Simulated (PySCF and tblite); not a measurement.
The numbers below are computed, except where a source is named.
C4H6F2, numbered as in [CH3:1][C@@H:2]1[C@H:3]([F:4])[C@@H:5]1[F:6].

The ensemble was built from 45 distance-geometry starts (ETKDG and KDG, MMFF94s, GFN2-xTB) and rests on PBE0-D3(BJ)/def2-SVP geometries. Free energies are PBE0-D3(BJ)/def2-TZVP (IEF-PCM, chloroform) single points with GFN2-xTB rigid-rotor and vibrational terms (modes under about 100 cm⁻¹ blended into free rotors). Symmetry numbers and mirror images are counted. Conformers within 2.5 kcal/mol (GFN2-xTB free energy) were kept, 4 at most. GIAO shieldings: PBE0/pcSseg-1 (IEF-PCM, chloroform). Shifts are against TMS (¹H), TMS (¹³C), CFCl3 (¹⁹F) at the same level. Run with PySCF (density fitting) and tblite.

Question: List the conformer-averaged shifts at 298.15 K.

Answer: ¹H: 4.26 (H3/H5, 2H), 1.23 (H1, 3H), 0.82 (H2, 1H) ppm. ¹³C: 70.9 (C3/C5), 16.2 (C2), 5.1 (C1) ppm. ¹⁹F: -271.2 (F4/F6) ppm.

Unscaled ¹⁹F shifts at such levels can be off by tens of ppm; differences between conformers or isomers are more reliable. Shifts are unscaled: against experiment ¹³C can be off by 15 ppm or more and ¹H by 0.8 ppm.
